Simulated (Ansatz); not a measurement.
A made-up structure of H₂S₂O, closed shell:

```xyz
5
angstrom
S -0.2078 0.7072 0.3389
O -0.8820 0.2182 -1.1069
S 0.9057 -0.2989 1.0682
H -1.5347 -0.4035 -0.7486
H 1.9738 0.0199 0.3084
```

It is relaxed with PBE-D4/def2-SVP and then PBE0-D4/def2-TZVP (Ansatz 0.2.0). Atoms count as bonded within 1.22 times the sum of their covalent radii (H–H: 0.88 Å). The end point is not checked to be a true minimum.

Does its bonding change? (Judge from chemistry; the calculation decides.)

By the calculation: No: no bond forms or breaks.

Where it ends: The first stage lowers the energy by 2.67 eV in 10 steps. It ends as H₂S₂O ([OH][S][SH]):
```
5
angstrom
S -0.3452 0.8873 0.3150
O -0.9166 0.1885 -1.0677
S 1.0206 -0.3882 1.0723
H -1.6108 -0.4355 -0.8254
H 2.1070 -0.0093 0.3658
```

Labels in which every atom is bracketed show which atoms are joined, not bond orders.

For scale, one of the runs: PBE0-D4/def2-TZVP relaxation, 117 basis functions, launched by `ansatz run in.yaml --threads 2 --pin off --events-out ev --progress --plain --max-ram 4352MiB`. The run took about 18 s on 2 CPU threads of an Intel Xeon Platinum 8259CL (shared host).
